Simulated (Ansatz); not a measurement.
We consider corundum (α-Al2O3), described by LDA (plane waves, PAW; Ansatz, a program for electronic structure).

Numerical settings: plane-wave cutoff 520 eV, 8×8×8 k mesh, Fermi–Dirac smearing 0.01 eV, scalar-relativistic PAW data made under PBE.

Computed at the level's own relaxed cell.

Estimate the lattice parameter c, pressure derivative B′ of the bulk modulus, equilibrium lattice constant a and bulk modulus B0 that the calculation returns.


lattice parameter c: 12.891 Å
pressure derivative B′ of the bulk modulus: 4.0
equilibrium lattice constant a: 4.730 Å
bulk modulus B0: 257 GPa

Measured, for comparison: lattice parameter c 12.991 Å, lattice constant a 4.759 Å (temperature not stated, no zero-point or thermal correction; as tabulated in Lallet et al. (2009), arXiv:0801.3594); bulk modulus 254 GPa (298 K, copied from a table, unchecked, no zero-point or thermal correction, with K' = 4.34, our sources range from 239 to 254; as tabulated in BurnMan's mineral tables). Computed (rounded) less measured: lattice parameter c -0.8 %, lattice constant a -0.6 %, bulk modulus not scored (unchecked). A static lattice is as a rule a little smaller and stiffer than an uncorrected measurement, which narrows the difference in the lattice parameter c, lattice constant a, bulk modulus and would widen misses of the other sign.

Note: the bulk modulus comes from volumes at which shape and atoms were relaxed.

Computed values are for the static lattice.
